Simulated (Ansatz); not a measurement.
`O=C=CS`, charge 0, multiplicity 1.

Give a relaxed structure at PBE0-D4/def2-TZVP (Ansatz 0.2.0). (Estimate.)

Ansatz gave: 
```xyz
6

O    -1.239    1.899    0.090
C    -0.770    0.850    0.192
C    -0.230   -0.345    0.286
S     0.726   -0.885   -1.082
H    -0.439   -0.967    1.145
H     1.952   -0.552   -0.631
```
